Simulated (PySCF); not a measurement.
**Dipole moment and polarisability of `C=C/C=C/OC`**

C₅H₈O.
Geometry (GFN2-xTB, Å), atoms numbered from 1 in this order:
```
atom  x, y, z in Å
C1    -2.0233    0.9738   -1.7698
C2    -1.6805    0.6870   -0.5176
C3    -0.3344    0.3794   -0.1002
C4    -0.0319    0.0983    1.1705
O5     1.1699   -0.2057    1.7083
C6     2.2841   -0.2399    0.8477
H7    -3.0385    1.1996   -2.0452
H8    -1.2962    0.9942   -2.5650
H9    -2.4328    0.6727    0.2605
H10    0.4213    0.3881   -0.8717
H11   -0.7904    0.0914    1.9425
H12    3.1386   -0.4995    1.4703
H13    2.1588   -0.9954    0.0656
H14    2.4545    0.7357    0.3819
```

Level: CAM-B3LYP/def2-SVPD (PySCF), static field, nuclei fixed, core orbitals frozen in the response. The polarisability tensor in these axes (au):

```
x    81.84  -9.97  21.73
y    -9.97  50.36 -10.68
z    21.73 -10.68  85.07
```

Problem. Give the principal values, the mean and the anisotropy Δα = √{½[(α1 − α2)² + (α2 − α3)² + (α1 − α3)²]}.

Solution. Principal values 46.72, 61.66 and 108.89 au; mean 72.43 au = 10.73 Å³ = 11.94 × 10⁻⁴⁰ C²·m²/J; Δα = 56.22 au (78 % of the mean).

Problem. What is the dipole moment, and where does it point?

Solution. (1.06, -0.11, -0.37) D, 1.13 D in size, pointing from the negative to the positive side. Measured along this direction, the outermost atoms are H9 at the negative end and H12 at the positive end.

Problem. In a dilute gas of rigid molecules at 298 K, how does the orientational term μ²/3kT compare with the electronic polarisability?

Solution. In Gaussian units μ²/3kT = 10.35 Å³ against 10.73 Å³, a ratio of 0.96; the Debye molar polarisation (4π/3)N_A(α + μ²/3kT) is 53.2 cm³/mol, leaving out the vibrational part.

Problem. Sum over states: ᾱ = Σ f/ω², ω in Eh. What share falls to these 8 lowest TDDFT singlets (eV, f)? 5.71, 0.7410; 6.11, 0.0029; 6.24, 0.0000; 6.66, 0.0311; 6.98, 0.0058; 7.18, 0.0036; 7.63, 0.0191; 7.87, 0.0010.

Solution. They add up to 17.80 au, 24.6 % of the 72.43 au; the largest single term is 16.83 au, from the state at 5.71 eV. Terms in order: 16.83, 0.06, 0.00, 0.52, 0.09, 0.05, 0.24, 0.01 au. Higher excitations give the rest. The strengths listed sum to 0.805.

Problem. Find the Langevin capture rate constant for H3O+ (19.018 u) meeting this molecule (84.058 u), k = 2.342 × 10⁻⁹ cm³/s × √(α in Å³ / reduced mass in u).

Solution. The reduced mass is 15.51 u, so k = 1.95 × 10⁻⁹ cm³/s. The formula leaves out the permanent dipole, which adds to the capture rate.

Problem. Rayleigh depolarisation ratio (linearly polarised light, static tensor)?

Solution. ρ = 3Δα²/(45ᾱ² + 4Δα²) = 9480.6/(236044 + 12640.7) = 0.0381.

One conformer (not necessarily the lowest) at the GFN2-xTB geometry, without solvent, vibrations or thermal averaging.

These values come from a run that also computed excited states. On one thread, Arm Neoverse V2, shared host, this took 20 s of wall time.
